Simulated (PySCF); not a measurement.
Working out the electron affinity of B

B⁻ [He] 2s2 2p2 (3P) → B [He] 2s2 2p1 (2P). All numbers are calculated (PySCF 2.14, scalar relativity by spin-free X2C-1e, in aug-cc-pVTZ-DK (5s4p3d2f, 46 functions)). Frozen: 1s2. Energies in hartree (1 hartree = 27.21139 eV):

```
            part  B⁻ (lower)   B (upper)
             UHF  -24.527627  -24.538906
CCSD correlation   -0.082291   -0.064918
             (T)   -0.003648   -0.001356
```

**Question.** What does Hartree-Fock give?

**Answer.** (-24.538906) − (-24.527627) = -0.011279 hartree = -0.307 eV.

**Question.** What do CCSD and CCSD(T) give?

**Answer.** The CCSD correlation energies differ by 0.017373 hartree = 0.473 eV and the triples by 0.002292 hartree = 0.062 eV, so CCSD gives 0.166 eV and CCSD(T) 0.228 eV.

A first-order spin-orbit estimate adds -0.001 eV to CCSD(T) (valence), giving 0.227 eV against 0.280 eV (measured; photodetachment measurements, as compiled on the Wikipedia data page of electron affinities).

What remains against the reference includes basis incompleteness, the frozen core and higher excitations.
